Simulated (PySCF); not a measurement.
# C3H6FN: the cost of one run

Programs: PySCF 2.14.0, with routines of our own; each step states its level. All values are computed. Atoms count from 0.

### 1 The system as given

11 atoms, charge 0, multiplicity 1; geometry from: GFN2-xTB.

### 2 Geometry optimisation at PBE0-D3(BJ)/def2-SVP

The job: settings as JSON, then the geometry in Å.

```
{"job": {"xc": "PBE0", "basis": "def2-SVP", "d3": "d3bj", "grid": 1, "kind": "geom"}, "charge": 0, "multiplicity": 1}
F     -0.092161     1.495647     1.423386
C      0.005388     0.903220     0.192288
C      1.047492    -0.216860     0.098946
N     -0.015827    -1.203136    -0.153395
C     -1.057018    -0.164139    -0.093423
H      0.092500     1.714396    -0.536040
H      1.555594    -0.416593     1.044241
H      1.787500    -0.090632    -0.694165
H      0.053661    -1.679455    -1.043987
H     -1.634186    -0.005177    -1.006897
H     -1.737519    -0.334601     0.743081
```

Started as:

```bash
OMP_NUM_THREADS=1 python excited_run.py task.json out
```

One launch serves the whole session: the jobs run in the order shown.

Q: Estimate the wall time and peak memory of this first job on 1 thread of Arm Neoverse V1, shared host.

About 20 s, with a peak of 0.47 GiB.
